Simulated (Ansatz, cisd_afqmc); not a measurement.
System: CH₂Cl, charge -1, singlet. CH2Cl- (SMILES [CH2-]Cl).
B3LYP-D3(BJ)/def2-TZVP minimum from Ansatz (a program for electronic structure):
```
C
H 1 1.1089
H 1 1.1089 2 102.31
Cl 1 1.9808 2 97.53 3 -99.45
```
Charge -1, spin multiplicity 1.

Total energies in aug-cc-pV(D+d)Z, 14 correlated electrons, 6 frozen orbitals. UHF or UKS for unpaired electrons; spin-orbit terms are left out. Correlated methods leave the cores frozen. No relativity. The Monte Carlo rows (phaseless AFQMC, CISD trial, step 0.005/hartree) carry one-sigma bars that omit the constraint's bias. Outlying blocks are dropped, and bars are widened where a walk drifts. Over all cases where full CI ran beside it in this data, AFQMC minus full CI had a median of +0.1 mEh and passed +0.4 mEh in a tenth of the cases.

```
method         program         energy (Eh)  minus CCSDT(Q) (mEh)
----------  ----------  ------------------  --------------------
HF              Ansatz          -498.47481                356.65
MP2             Ansatz          -498.78817                 43.30
CCSD            Ansatz          -498.81725                 14.21
CCSD(T)         Ansatz          -498.82968                  1.78
CCSDT(Q)        Ansatz          -498.83146                  0.00
AFQMC/CISD  cisd_afqmc  -498.8312 ± 0.0004             0.2 ± 0.4
```

Rough core times of Ansatz's runs on a shared machine: CCSD(T) under 20 s, CCSDT(Q) 60 s.
